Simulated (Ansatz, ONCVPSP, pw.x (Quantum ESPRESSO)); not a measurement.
silicon: does the ONCV potential hold in the solid?

```json
{"Element": "Si (Z = 14)", "Generator": "ONCVPSP 4.0.1", "Type": "optimised norm-conserving Vanderbilt (ONCV)", "Functional": "PBE", "Relativity": "scalar-relativistic", "Frozen core": "[Ne]", "Valence charge": "4", "Reference configuration": "3s2 3p1 (charge +1)", "Partial waves": "3s: rc 1.95 bohr, ncon 3, nbas 7, qcut 4.1 1/bohr, 1 projector; 3p: rc 2.15 bohr, ncon 5, nbas 8, qcut 4.5 1/bohr, 2 projectors, debl 2.1 Ha", "Local potential": "polynomial inside 1.35 bohr (lpopt 5, dvloc0 4 Ha)", "Core correction": "Teter function fitted to the true core (icmod 2), fcfact 0.6"}
```

Atomic tests: cutoffs needed: 6.7 Ha and 9.7 Ha (the cutoffs (Ha) at which the residual kinetic energy of the hardest occupied pseudo-wave falls to 1 and 0.1 mHa per electron); ghost test: no bound ghost flagged; no localised positive-energy state flagged; largest excitation error: +81 meV (all-electron minus pseudo) for 3s1 3p0, out of 4 test configurations.

Crystal test: diamond Si in pw.x 7.5, no spin, 8³ k-points, Fermi–Dirac smearing 0.01 Ry, cutoffs 50/200 Ry. The reference is all-electron LAPW (Ansatz 0.2.0) with the same functional, mesh and smearing; V0 and B0 come from Birch–Murnaghan fits to the pressures at five volumes. Errors are pseudo minus all-electron; Δ is the rms difference of the E(V) curves that follow from these fits, minima aligned, over ±6 % about the mean V0. Mesh and smearing are coarse, so the numbers serve the comparison and aren't converged zero-temperature values; the lattice is a test structure that the element need not adopt.

```json
{"V (Å³/atom)": "19.440", "P all-electron (GPa)": "5.01", "P pseudo (GPa)": "6.49"}
{"V (Å³/atom)": "19.951", "P all-electron (GPa)": "2.31", "P pseudo (GPa)": "3.72"}
{"V (Å³/atom)": "20.463", "P all-electron (GPa)": "-0.05", "P pseudo (GPa)": "1.29"}
{"V (Å³/atom)": "20.975", "P all-electron (GPa)": "-2.12", "P pseudo (GPa)": "-0.84"}
{"V (Å³/atom)": "21.486", "P all-electron (GPa)": "-3.93", "P pseudo (GPa)": "-2.71"}
```

All-electron: a0 = 5.469 Å (V0 = 20.45 Å³/atom), B0 = 88.5 GPa.

Pseudopotential: mean pressure error (GPa): +1.35; a0 (Å): 5.497; a0 error (%): +0.51; B0 error (%): -3.5; Δ (meV/atom): 6.0. This is a poor potential for the solid.

At the middle volume, how do free energy and pressure move when the wave cutoff is lowered (ecutrho kept at four times it)?

```json
{"cutoff (Ry)": "22", "shift of F (meV/atom)": "+3.3", "shift of P (GPa)": "+0.00"}
{"cutoff (Ry)": "30", "shift of F (meV/atom)": "+1.7", "shift of P (GPa)": "-0.00"}
{"cutoff (Ry)": "40", "shift of F (meV/atom)": "+0.7", "shift of P (GPa)": "-0.02"}
```

The run at the middle volume (29 k-points, 7 iterations) took about 24 s on one core of a shared host (Intel(R) Xeon(R) Processor @ 2.60GHz, 24 threads, 32 GiB, load 26).
